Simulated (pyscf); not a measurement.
## Substitution at O: HO–AsH–OH + H• → H₂O + HO–AsH•

Gas phase, doublet surface, charge 0. Bonds broken: O1–As2. Bonds formed: O1–H7. Optimised with ωB97X-D3(BJ)/def2-SVP in PySCF. MP2 and CC: frozen core, UHF for open shells. ΔMP2 is the change of the MP2 total energy from the triple- to the quadruple-zeta basis.

Transition state (Å):

```xyz
7

O     -1.2956    -0.7338    -0.3534
As    -1.1180     0.8417     0.8033
O     -0.3721     1.9575    -0.3675
H     -2.1797    -0.7155    -0.7625
H      0.1627     0.1974     1.3320
H      0.4028     1.5693    -0.7940
H     -0.7475    -1.7784    -1.0122
```

One imaginary mode, 1622i cm⁻¹; descent along it reached the two sides named, in the forms told below.

| bond | change | reactant side (Å) | saddle | product side |
|---|---|---|---|---|
| O1–As2 | breaks | 1.795 | 1.963 | 3.7 |
| O1–H7 | forms | 3.0 | 1.351 | 0.966 |

Electronic energies relative to the separated reactants (kcal/mol):

| level | barrier | reaction energy | reverse barrier |
|---|---|---|---|
| ωB97X-D3(BJ)/def2-TZVP | 15.1 | -31.8 | 46.9 |
| PBE/def2-TZVP | 3.5 | -32.7 | 36.2 |
| r²SCAN/def2-TZVP | 5.3 | -33.8 | 39.1 |
| B3LYP-D3(BJ)/def2-TZVP | 5.7 | -35.5 | 41.2 |
| PBE0-D3(BJ)/def2-TZVP | 8.9 | -33.1 | 42.0 |
| M06-2X/def2-TZVP | 13.3 | -33.5 | 46.8 |
| ωB97M-D3(BJ)/def2-TZVP | 12.5 | -34.4 | 46.9 |
| HF/def2-TZVP | 30.2 | -32.6 | 62.8 |
| MP2/def2-QZVPP | 17.6 | -31.5 | 49.1 |
| CCSD/def2-TZVPP | 16.0 | -36.6 | 52.5 |
| CCSD(T)/def2-TZVPP | 14.2 | -35.1 | 49.3 |
| CCSD(T)/def2-TZVPP + ΔMP2(QZVPP) | 13.8 | -35.7 | 49.5 |

With CCSD(T)/def2-TZVPP + ΔMP2(QZVPP) energies and thermal terms (ideal gas, 1 atm, RRHO with modes under 100 cm⁻¹ raised to 100, one conformer, R ln 2 for chiral ones without a mode under 150 cm⁻¹), in kcal/mol:

| T (K) | ΔH‡ | ΔG‡ | ΔH | ΔG |
|---|---|---|---|---|
| 298 | 13.5 | 19.9 | -31.9 | -35.0 |
| 600 | 13.1 | 26.7 | -33.0 | -37.6 |
| 900 | 12.8 | 33.5 | -34.4 | -39.7 |
| 1200 | 12.5 | 40.5 | -35.8 | -41.2 |

On the product side the descent ends in a complex, 6.8 kcal/mol under the separated species and 53.7 kcal/mol under the saddle at ωB97X-D3(BJ)/def2-TZVP. One saddle was located; it need not be the lowest between these sides. The angle at the attacked O is 151°. The CCSD(T) − MP2 part came from Ansatz, without density fitting, on the same reference. The frozen core leaves the outer d or s,p core shells of the metals and heavy elements correlated in the MP2 and CC values, and def2-TZVPP describes them poorly, which can shift differences by a few kcal/mol. Elements up to Kr have no core potential and no relativistic terms here.
